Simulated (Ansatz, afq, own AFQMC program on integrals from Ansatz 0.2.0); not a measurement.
# Where AFQMC and coupled cluster stand for AlB, triplet

```xyz
2

B     0.0000    0.0000    0.0000
Al    0.0000    0.0000    2.0234
```

Basis cc-pVDZ. Noble-gas cores (and the filled d shells of Ga–Kr and In–Xe) are frozen. AFQMC by an in-house program on the Cholesky factors that Ansatz 0.2.0 writes for its CCSD(T) run. The CISD trial takes its coefficients from CCSD amplitudes. Released means that phaseless walkers are propagated on without the constraint, phases kept. ± is one standard error of the sampling.

Determinant: UHF, the one that the program's search chose, which needn't be the lowest solution. The geometry is a point of a scan.

Full CI on the same integrals is exact in this basis and with this determinant's frozen core.

Cautions: lower spins were not checked; an unrestricted solution with more broken spin lies lower (625 meV, ⟨S²⟩ 2.50); strong correlation (T1 0.085, weight of the determinant 0.78, largest double 0.18); (T) is large, 7 % of the CCSD correlation; unrestricted determinant spin contaminated (⟨S²⟩ 2.15 against 2.00); the released energies have errors that jump between times, so the bars are unsure, so no released level is given (meV from the phaseless value at times in 1/Eh: -6 ± 5 at 0.24, -24 ± 7 at 0.51, -38 ± 3 at 0.99, -80 ± 27 at 1.62, -66 ± 4 at 2.40); the ph-AFQMC/CISD walk drifts between its halves (2.2 errors).

- T1 diagnostic: 0.0848
- weight of the determinant in the CISD state: 0.776
- ⟨S²⟩ of the determinant: 2.147
- size of the correlated space: 6 electrons in 26 orbitals

Reference: full CI, correlation energy -4.038 eV. The cautions show a poor starting determinant, so the rows tell how each method copes with it here, and full CI is the sure value.

```
        level  E − E(reference) (kcal/mol)  share of correlation (%)
           HF                        93.12                      0.00
          MP2                        32.11                     65.52
         CCSD                         7.88                     91.54
      CCSD(T)                         2.17                     97.67
        CCSDT                         0.57                     99.39
     CCSDT(Q)                         0.03                     99.97
       CCSDTQ                         0.03                     99.97
  ph-AFQMC/HF                  7.61 ± 0.46                     91.83
ph-AFQMC/CISD                  2.18 ± 0.05                     97.66
```

CCSDT and higher add their correlation energy to the determinant of the CCSD(T) run, since their own runs factorise the integrals more tightly (a shift of under 2 meV). A walk keeps the symmetry of its determinant, which the program's search chose and which needn't be the lowest solution, so a lower state of the same spin and another symmetry isn't excluded.
